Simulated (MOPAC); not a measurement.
MOPAC input (PM3):

```
PM3 PRECISE GNORM=0.05 LET XYZ CHARGE=-1 GEO-OK AUX(PRECISION=9) THREADS=1
C3H7O

O     0.18079969 1    1.35809733 1   -0.27389077 1
C     0.01481803 1    0.05795521 1    0.48622585 1
H     0.27730306 1    1.99334323 1    0.43466644 1
C    -1.30430824 1   -0.50114073 1   -0.00064997 1
C     1.12259101 1   -0.83120874 1   -0.03526909 1
H    -1.34571266 1   -0.63816707 1   -1.11781867 1
H     1.09460006 1   -0.97005936 1   -1.15262913 1
H    -2.14719011 1    0.14726524 1    0.26486815 1
H     2.11509679 1   -0.43242283 1    0.20406769 1
H    -1.49493930 1   -1.48572808 1    0.44625857 1
H     1.05583988 1   -1.83264425 1    0.40987234 1
```

From the last part of the output:

```
                                                       MOPAC v23.2.5 Linux

          FINAL HEAT OF FORMATION =        -36.34142 KCAL/MOL =    -152.05251 KJ/MOL

          COSMO AREA              =        104.16 SQUARE ANGSTROMS
          COSMO VOLUME            =         88.30 CUBIC ANGSTROMS

          GRADIENT NORM           =          0.04854          =       0.01463 PER ATOM
          IONIZATION POTENTIAL    =          0.328307 EV
          HOMO LUMO ENERGIES (EV) =         -0.328  9.794
          NO. OF FILLED LEVELS    =         13
          MOLECULAR WEIGHT        =         59.0877         POINT GROUP:  Cs

          MOLECULAR DIMENSIONS (Angstroms)

            Atom       Atom       Distance
            H     9    H     8     4.28017
            H     3    H    10     3.51237
            H     6    H     3     1.61487

          SCF CALCULATIONS        =         32

   ATOM   CHEMICAL          X               Y               Z
  NUMBER   SYMBOL      (ANGSTROMS)     (ANGSTROMS)     (ANGSTROMS)

     1       O          0.18223818  *   1.36244495  *  -0.21537270  *
     2       C          0.01261327  *   0.06223669  *   0.29127509  *
     3       H          0.26195993  *   1.86552065  *   0.58415044  *
     4       C         -1.32854462  *  -0.48621703  *  -0.00709383  *
     5       C          1.14974833  *  -0.82326162  *  -0.04240719  *
     6       H         -1.54092846  *  -0.69915865  *  -1.07686345  *
     7       H          1.26755522  *  -1.08112422  *  -1.11687617  *
     8       H         -2.12892754  *   0.19470301  *   0.32193686  *
     9       H          2.11177216  *  -0.38205413  *   0.26151171  *
    10       H         -1.47824091  *  -1.44151307  *   0.51912036  *
    11       H          1.05360372  *  -1.78584048  *   0.48302851  *

                             CARTESIAN COORDINATES

   1    O        0.182238182     1.362444946    -0.215372697
   2    C        0.012613275     0.062236692     0.291275088
   3    H        0.261959927     1.865520651     0.584150441
   4    C       -1.328544623    -0.486217025    -0.007093831
   5    C        1.149748334    -0.823261624    -0.042407188
   6    H       -1.540928455    -0.699158645    -1.076863450
   7    H        1.267555219    -1.081124221    -1.116876175
   8    H       -2.128927542     0.194703007     0.321936860
   9    H        2.111772159    -0.382054127     0.261511710
  10    H       -1.478240911    -1.441513075     0.519120364
  11    H        1.053603725    -1.785840481     0.483028513

           Empirical Formula: C3 H7 O  =    11 atoms

      MOLECULAR POINT GROUP   :   Cs

                  EIGENVALUES
 -31.65347 -25.79071 -21.32983 -13.20687 -10.27475  -9.47458  -8.77779  -7.99753
  -7.22464  -6.84287  -6.58551  -4.64436  -0.32831   9.79354   9.86528   9.95628
  10.13366  10.27145  10.29909  10.85020  11.76275  12.34363  12.67362

              NET ATOMIC CHARGES AND DIPOLE CONTRIBUTIONS

  ATOM NO.   TYPE          CHARGE      No. of ELECS.   s-Pop       p-Pop
    1          O          -0.300566        6.3006     1.80721     4.49336
    2          C          -0.670254        4.6703     1.36188     3.30837
    3          H           0.133418        0.8666     0.86658
    4          C           0.049192        3.9508     1.11867     2.83213
    5          C           0.049201        3.9508     1.11867     2.83213
    6          H          -0.075698        1.0757     1.07570
    7          H          -0.075701        1.0757     1.07570
    8          H          -0.027616        1.0276     1.02762
    9          H          -0.027616        1.0276     1.02762
   10          H          -0.027177        1.0272     1.02718
   11          H          -0.027182        1.0272     1.02718
 DIPOLE           X         Y         Z       TOTAL
 POINT-CHG.     0.017     0.094     0.279     0.295
 HYBRID        -0.046    -0.239    -0.927     0.958
 SUM           -0.029    -0.145    -0.648     0.664

          ATOMIC ORBITAL ELECTRON POPULATIONS

     Atom    s        px        py        pz
    1  O   1.80721   1.96404   1.21304   1.31628
    2  C   1.36188   0.89850   0.82279   1.58708
    3  H   0.86658
    4  C   1.11867   0.98267   0.93865   0.91082
    5  C   1.11867   0.97072   0.95116   0.91025
    6  H   1.07570
    7  H   1.07570
    8  H   1.02762
    9  H   1.02762
   10  H   1.02718
   11  H   1.02718

 **********************
 *                    *
 * JOB ENDED NORMALLY *
 *                    *
 **********************

 == MOPAC DONE ==
```

The dipole moment of an ion depends on the origin.
